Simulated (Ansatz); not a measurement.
hcp Os, treated with r²SCAN (PAW; Ansatz, a first-principles code).

Run with plane-wave cutoff 560 eV, 24×24×14 k mesh (along the axes of the cell as run), Fermi–Dirac smearing 0.05 eV, no spin polarisation, scalar-relativistic PAW data made under PBE.

Response to compression and expansion:

Shape and atoms are relaxed at each volume.

```json
[
 {"V (Å³/atom)": "13.455", "P (GPa)": "19.21", "c (Å)": "4.265", "a (Å)": "2.699"},
 {"V (Å³/atom)": "13.735", "P (GPa)": "9.06", "c (Å)": "4.291", "a (Å)": "2.719"},
 {"V (Å³/atom)": "14.016", "P (GPa)": "0.00", "c (Å)": "4.317", "a (Å)": "2.738"},
 {"V (Å³/atom)": "14.296", "P (GPa)": "-8.07", "c (Å)": "4.342", "a (Å)": "2.757"},
 {"V (Å³/atom)": "14.576", "P (GPa)": "-15.26", "c (Å)": "4.367", "a (Å)": "2.776"}
]
```

Note: the bulk modulus comes from volumes at which shape and atoms were relaxed.
